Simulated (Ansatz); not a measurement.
## Structure relaxation of Sn3O2

Computed with Ansatz, DFT r2SCAN, scalar-relativistic, plane waves, PAW. Cutoff 500 eV, Γ-centred k mesh, Gaussian smearing, no spin polarisation in the final step.

Sn3O2 was placed on the anti-A-type sesquioxide structure type (P-3m1, No. 164), with O in place of La, Sn in place of O, at a guessed volume.

```
CELL_PARAMETERS angstrom
4.06049 0.00000 0.00000
-2.03024 3.51649 0.00000
0.00000 0.00000 6.31746
ATOMIC_POSITIONS crystal
Sn 0.00000 0.00000 0.00000
Sn 0.33333 0.66667 0.64500
Sn 0.66667 0.33333 0.35500
O 0.33333 0.66667 0.24500
O 0.66667 0.33333 0.75500
```

Cell and atoms relax at zero pressure; the relaxation can't lower the symmetry of the start. After a coarse first stage the cell is made exact in the group found at 0.06 Å.

The zero of energy is the elements' standard structures at the same level (O₂ as a molecule); no fitted shifts are applied.

Q: Which crystal results?

A: It keeps P-3m1 (No. 164), but not the shape of the type it started on. Conventional cell: a = 3.262 Å, c = 12.745 Å. Around Sn on Wyckoff site a (1 atom of the primitive cell) lie 6 Sn at 3.26 Å and 6 O at 3.95 Å; Sn on Wyckoff site d (2 atoms of the primitive cell) is coordinated by 3 O at 2.15 Å; O is coordinated by 3 Sn at 2.15 Å.

```
Sn O
1.0
     3.26222    0.00000    0.00000
    -1.63111    2.82517    0.00000
     0.00000    0.00000   12.74452
Sn O
3 2
Direct
  0.00000 0.00000 0.00000
  0.33333 0.66667 0.64616
  0.66667 0.33333 0.35384
  0.33333 0.66667 0.27248
  0.66667 0.33333 0.72752
```

Q: What are its volume, energy, density and gap?

A: The volume per atom is 23.5 Å³ and the density is 5.5 g/cm³. The energy over the elements is -0.63 eV/atom and the gap on the 12×12×4 mesh is 0 eV (a metal).

The final run used a 12×12×4 mesh on its 5-atom cell and 0.10 eV smearing. For metals, differences of a few meV/atom aren't resolved. Weakly bound directions are ill-defined at this level, which has no dispersion term. Symmetry constrained the relaxation, so the result can be a saddle point.

Cost: 4 runs of about 17 core-minutes in all, on Intel Xeon Platinum 8259CL (Skylake/Cascade Lake) (shared hosts).